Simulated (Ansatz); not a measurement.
**Sn (model structure, started from the dhcp type, P6₃/mmc, No. 194, 4 atoms in the cell): properties by level of theory**

```json
[
 {"level (code)": "PBE (Ansatz)", "lattice parameter a (Å)": "[?]", "c axis length (Å)": "11.141"},
 {"level (code)": "PBEsol (Ansatz)", "lattice parameter a (Å)": "[?]", "c axis length (Å)": "10.930"},
 {"level (code)": "PBE-D3(BJ) (Ansatz)", "lattice parameter a (Å)": "3.350", "c axis length (Å)": "[?]"}
]
```

**Question.** Complete the blanks.

**Answer.** 
- PBE (Ansatz, a program for electronic structure), lattice parameter a (Å): 3.401
- PBEsol (Ansatz), lattice parameter a (Å): 3.340
- PBE-D3(BJ) (Ansatz), c axis length (Å): 10.974

Ansatz's density-functional and Hartree–Fock values are scalar-relativistic unless marked +SOC, with PAW data made under PBE.

Computed values are for the static lattice.

A model structure was made by putting elements into a prototype or built by hand; it is no filed structure, need not be a known phase, and can be a saddle point held by its symmetry.
